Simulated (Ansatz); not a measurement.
Ideal-gas functions of `[SH-]` at 298.15 K and 1 bar, from an Ansatz frequency run at PBE0-D4/def2-TZVPD.

Molar mass 33.08 g/mol, point group C∞v (symmetry number 1), electronic degeneracy 1, moments of inertia 1.771 u Å². Harmonic wavenumbers (cm⁻¹, unscaled): 2674.

Use S(trans) = R[1.5 ln M + 2.5 ln T − 1.1517]; rotational temperatures θ = 24.2544 K / I; S(rot) = R[ln(T/σθ) + 1]; for each mode x = 1.438777 ν̃/T, S = R[x/(eˣ − 1) − ln(1 − e⁻ˣ)] and H = RT x/(eˣ − 1); 1 cm⁻¹ = 0.0119627 kJ/mol; R = 8.31446 J/(mol·K).

By hand: the entropy, in J/(mol·K).

Translation 152.5. Rotation: θ = 13.6953 K, giving 33.9. Vibration, mode by mode: 0.00, in all 0.0. Electronic 0.0. Sum 186.4 J/(mol·K).

By hand: H − E and G − E in kJ/mol, counted from the electronic energy.

Zero-point energy ½ × 2674 × 0.0119627 = 16.0; thermal vibration 0.0; translation, rotation and pV give 3.5 RT = 8.7. H − E = 24.7 kJ/mol, and G − E = 24.7 − 298.15 × 186.4/1000 = -30.9 kJ/mol.

Vibration gives 0 % of the entropy; all modes have x over 3 and are hardly excited.
